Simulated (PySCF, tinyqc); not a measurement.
Inside a calculation. Method: CID on RHF in the sto-6g basis, frozen core, for LiH, spin multiplicity 1. The lowest restricted solution is unstable here: a spin-polarised one lies 0.0221 hartree lower (PySCF). One step of it, computed by the program tinyqc.

Task: CID: determinants and Hamiltonian. Slater-Condon rules over spin orbitals, with the nuclear repulsion and the energy of the frozen orbital added and E(HF) subtracted on the diagonal. Only determinants linked to the reference directly or through others are kept (one block of an abelian symmetry group), so some states are absent.

one-electron integrals dressed by the frozen orbital, h + 2 (pq|11) - (p1|1q) (hartree), order 2, 3, 4, 5, 6:
```
[[-0.649142, 0.066115, 0.000000, 0.000000, -0.105298],
 [0.066115, -0.326580, 0.000000, 0.000000, 0.075363],
 [0.000000, 0.000000, -0.289493, 0.000000, 0.000000],
 [0.000000, 0.000000, 0.000000, -0.289493, 0.000000],
 [-0.105298, 0.075363, 0.000000, 0.000000, -0.344718]]
```

energy of the frozen orbital, 2 h_11 + (11|11) = -7.65426635 hartree

Two-electron integrals over orbitals (pq|rs), unique and non-zero (hartree); the lowest 1 orbital is frozen and left out:
```
(22|22) 0.435629    (32|22) -0.066115   (32|32) 0.028267    (33|22) 0.210456
(33|32) 0.017594    (33|33) 0.321776    (42|42) 0.020392    (43|42) 0.021129
(43|43) 0.041654    (44|22) 0.232524    (44|32) 0.019626    (44|33) 0.277739
(44|44) 0.313125    (52|52) 0.020392    (53|52) 0.021129    (53|53) 0.041654
(54|54) 0.016875    (55|22) 0.232524    (55|32) 0.019626    (55|33) 0.277739
(55|44) 0.279374    (55|55) 0.313125    (62|22) 0.105298    (62|32) -0.052233
(62|33) -0.017624   (62|44) -0.044121   (62|55) -0.044121   (62|62) 0.133897
(63|22) -0.063798   (63|32) 0.023499    (63|33) 0.037426    (63|44) 0.011660
(63|55) 0.011660    (63|62) -0.043684   (63|63) 0.036144    (64|42) -0.017337
(64|43) -0.010748   (64|64) 0.018508    (65|52) -0.017337   (65|53) -0.010748
(65|65) 0.018508    (66|22) 0.401950    (66|32) -0.049424   (66|33) 0.239158
(66|44) 0.253895    (66|55) 0.253895    (66|62) 0.078509    (66|63) -0.046225
(66|66) 0.393015
```

nuclear repulsion = 0.64982875 hartree

Hartree-Fock energy = -7.86709283 hartree

Give: determinants; H - E(HF) between determinants.

Result:

Occupation strings over the orbitals (2 doubly, a alpha, b beta, 0 empty; spin orbitals ordered 1a 1b 2a 2b ...): 220000 202000 20a00b 200200 200020 20b00a 200002

H - E(HF) between determinants (hartree), order 220000, 202000, 20a00b, 200200, 200020, 20b00a, 200002:
```
[[0.000, 0.028, -0.052, 0.020, 0.020, 0.052, 0.134],
 [0.028, 0.531, 0.113, 0.042, 0.042, -0.113, 0.036],
 [-0.052, 0.113, 0.431, -0.011, -0.011, -0.036, 0.029],
 [0.020, 0.042, -0.011, 0.597, 0.017, 0.011, 0.019],
 [0.020, 0.042, -0.011, 0.017, 0.597, 0.011, 0.019],
 [0.052, -0.113, -0.036, 0.011, 0.011, 0.431, -0.029],
 [0.134, 0.036, 0.029, 0.019, 0.019, -0.029, 0.566]]
```
